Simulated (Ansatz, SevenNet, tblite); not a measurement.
## Ladder of methods for the TO(Γ) frequency of zinc-blende GaP

Reference value: 366 cm⁻¹ (measured, temperature not stated, no zero-point or thermal correction; as tabulated in Han and Bester (2011), arXiv:1107.0196).

Question: What do GFN1-xTB, SevenNet-l3i5, LDA, PBE, r²SCAN, r²SCANh, Hartree–Fock give, and how far is each from the reference?

Answer: 
```
level (code)           value (cm⁻¹)  cell (Å³/atom)  difference (%)
---------------------  ------------  --------------  --------------
GFN1-xTB (tblite)               290           22.64             -21
SevenNet-l3i5                   290           20.86             -21
LDA (Ansatz)                    365           19.59            -0.3
PBE (Ansatz)                    345           20.87            -5.7
r²SCAN (Ansatz)                 360           20.25            -1.6
r²SCANh (Ansatz)                365           20.17            -0.3
Hartree–Fock (Ansatz)           372           21.35            +1.6
```

Once the reference is moved by up to 3.0 % (a margin picked here for doubts on the reference and the settings, and for temperature and zero-point motion) and values within 0.7 % count as equal, the nearest can be LDA (-0.3 %), r²SCANh (-0.3 %), r²SCAN (-1.6 %) or Hartree–Fock (+1.6 %). By the same margin the farthest can be SevenNet-l3i5 (-21 %) or GFN1-xTB (-21 %). Within 10 %: LDA, PBE, r²SCAN, r²SCANh, Hartree–Fock.

The reference isn't brought to a static lattice, while the calculations are for one, so the differences are not the levels' errors alone.  GFN1-xTB: the method was fitted mainly to molecules. GFN1-xTB: the run uses a supercell at the zone centre in place of a k mesh. Each level is taken at its own relaxed cell. Cutoffs and k meshes differ between the levels. Ansatz's density-functional and Hartree–Fock values are scalar-relativistic unless marked +SOC, with PAW data made under PBE.

Machine-learned potentials (SevenNet-l3i5) are trained on DFT data: a solid inside that data is no test of them.

Differences are worked out from the printed values.

Ansatz is an electronic-structure program.
